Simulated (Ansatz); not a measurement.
We consider hcp Mg, described by LDA (Ansatz, an electronic-structure program, PAW).

Settings: plane-wave cutoff 520 eV, 18×18×12 k mesh (along the axes of the cell as run), Fermi–Dirac smearing 0.05 eV, scalar-relativistic PAW data made under PBE.

Computed at the level's own relaxed cell.

Q: Predict the lattice constant a, c axis length, volume per atom, pressure derivative B′ of the bulk modulus and bulk modulus B0.

A: 
* **lattice constant a**: 3.134 Å
* **c axis length**: 5.083 Å
* **volume per atom**: 21.61 Å³/atom
* **pressure derivative B′ of the bulk modulus**: 4.0
* **bulk modulus B0**: 39.7 GPa

The run finds no gap.

Measured, for comparison: lattice constant a 3.209 Å, lattice parameter c 5.210 Å (293 K, no zero-point or thermal correction; as tabulated in Wikipedia's data pages); bulk modulus 38.6 GPa (copied from a table, unchecked, extrapolated to 0 K and zero-point effects removed; as tabulated in Lejaeghere et al. (2013), arXiv:1204.2733). Computed (rounded) less measured: lattice constant a -2.3 %, lattice parameter c -2.4 %, bulk modulus not scored (unchecked).

Note: the bulk modulus comes from volumes at which shape and atoms were relaxed.

Computed values are for the static lattice.
